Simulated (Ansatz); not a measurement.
in.yaml

```yaml
crystal:
  periodic: [false, false, false]
  atoms:
    - {symbol: Si, position_ang: [0.000000, 0.000000, 0.529889]}
    - {symbol: C, position_ang: [0.000000, 0.000000, -1.168891]}
    - {symbol: H, position_ang: [0.000000, 1.244456, 1.327628]}
    - {symbol: H, position_ang: [0.000000, -1.244456, 1.327628]}
    - {symbol: H, position_ang: [0.000000, 0.917470, -1.745809]}
    - {symbol: H, position_ang: [0.000000, -0.917470, -1.745809]}
basis:
  gaussian: {orbitals: cc-pVDZ}
magnetization: {spin_polarized: true, initial_magnetization: 2}
hamiltonian: {xc: {name: wB97M-V}}
output: {forces: true, orbitals: {seedname: orbitals}}
```

```sh
$ ansatz run in.yaml --threads 1 --pin off --events-out ev --progress --plain --max-ram 2393MiB
```

Output:

```
  # Of w^i u^j: cxij and so on, Table III.
  gx(w, u) = 1 - cx + cx01*u + cx10*w
  gss(w, u) = css00 + css04*u^4 + css10*w + css20*w^2 + css43*w^4*u^3
  gos(w, u) = cos00 + cos10*w + (cos20 + cos21*u)*w^2 + (cos60 + cos61*u)*w^6
      + integral(e_c_pw_mod_opposite_spin*gos(b97_w_opposite, b97_u_opposite)) + vv10(b, c)
488 factors; integrals over basis functions are off by at most 1.2e-3 eV
182 factors; integrals over basis functions are off by at most 7.4e-6 eV
mean field evaluation 1: about -8972.4538 eV, gradient 1.4e1 eV
mean field evaluation 2: about -8973.1245 eV, gradient 8.5e0 eV
mean field evaluation 4: about -8973.4917 eV, gradient 1.6e-1 eV
mean field evaluation 8: about -8973.5526 eV, gradient 2.1e-2 eV
mean field evaluation 16: about -8973.5526 eV, gradient 4.7e-5 eV
mean field -8973.55264456 eV, -329.7719771952 hartree, gradient 4.7e-5 eV, S^2 2.005100; 0 other end points of the search recorded, 0 dependent functions left out
the calculation of the forces begins
reference -8973.55267934 eV, -329.7719784734 hartree; 13, 11 occupied and 39, 41 virtual orbitals, 488 factors
Total energy: -8973.55267934 eV, -329.7719784734 hartree
Atom 0 at     0.000000     0.000000     0.529889 Å, force    -0.000000     0.000000     6.187835 eV/Å
Atom 1 at     0.000000     0.000000    -1.168891 Å, force    -0.000000     0.000000    -5.336942 eV/Å
Atom 2 at     0.000000     1.244456     1.327628 Å, force     0.000000     0.056623    -0.188041 eV/Å
Atom 3 at     0.000000    -1.244456     1.327628 Å, force     0.000000    -0.056623    -0.188041 eV/Å
Atom 4 at     0.000000     0.917470    -1.745809 Å, force     0.000000     0.189410    -0.237405 eV/Å
Atom 5 at     0.000000    -0.917470    -1.745809 Å, force    -0.000000    -0.189410    -0.237405 eV/Å
Dipole moment:     0.000000    -0.000000    -0.289878 e Å
```

Forces (eV/Å):
```
Si   0.000  0.000  6.188
C    0.000  0.000 -5.337
H    0.000  0.057 -0.188
H    0.000 -0.057 -0.188
H    0.000  0.189 -0.237
H    0.000 -0.189 -0.237
```

Ran on 1 thread of Arm Neoverse V1, shared host: 8 s wall, 0.24 GiB peak host memory.
